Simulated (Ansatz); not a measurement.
Geometry optimisation, RKS LDA/6-31G* (Ansatz).

Input:

```yaml
crystal:
  periodic: [false, false, false]
  atoms:
    - { symbol: Si, position_ang: [0.208753, 0.053974, -0.07137] }
    - { symbol: H, position_ang: [0.131465, -0.01453, 1.402243] }
    - { symbol: H, position_ang: [1.649687, -0.051783, -0.476056] }
    - { symbol: F, position_ang: [-0.358432, 1.451788, -0.610518] }
    - { symbol: H, position_ang: [-0.555785, -1.104146, -0.642059] }
    - { symbol: S, position_ang: [-2.923357, 0.121938, 1.159302] }
    - { symbol: H, position_ang: [-2.893123, -1.043668, 0.445258] }
    - { symbol: H, position_ang: [-1.697209, -0.161073, 1.7417] }
basis:
  gaussian: { orbitals: "6-31G*" }
hamiltonian:
  xc: lda
relax:
  f_tol: 0.03
  max_steps: 50
```

Launched with:

```bash
$ ansatz run input.yaml --threads 1 --pin off --max-ram 2048MiB --backend cpu --events-out ev --progress --plain --runs-dir out
```

Where does it end, and by what steps?

The run converged. The force dipped under the threshold on the way, but the program's further checks kept it going. After 10 steps the energy has fallen by 0.060 eV; H8 moved furthest, 0.31 Å.

```
step  energy less start (eV)  largest force component (eV/Å)  accepted
   0                  0.0000                           0.577       yes
   1                 -0.0520                           0.272       yes
   2                  0.0267                           1.643        no
   3                 -0.0560                           0.044       yes
   4                 -0.0574                           0.018       yes
   5                 -0.0583                           0.054       yes
   6                 -0.0589                           0.044       yes
   7                 -0.0592                           0.125       yes
   8                 -0.0599                           0.030       yes
   9                 -0.0600                           0.016       yes
  10                 -0.0602                           0.025       yes
```

```xyz
8
Properties=species:S:1:pos:R:3
Si 0.292 0.073 -0.117
H 0.251 0.086 1.386
H 1.705 -0.146 -0.569
F -0.234 1.472 -0.698
H -0.571 -1.052 -0.612
S -3.141 -0.035 1.289
H -2.792 -0.951 0.341
H -1.947 -0.195 1.929
```

Run time: 14 s on 1 thread of Arm Neoverse V1 (shared host), peak memory 0.12 GiB.
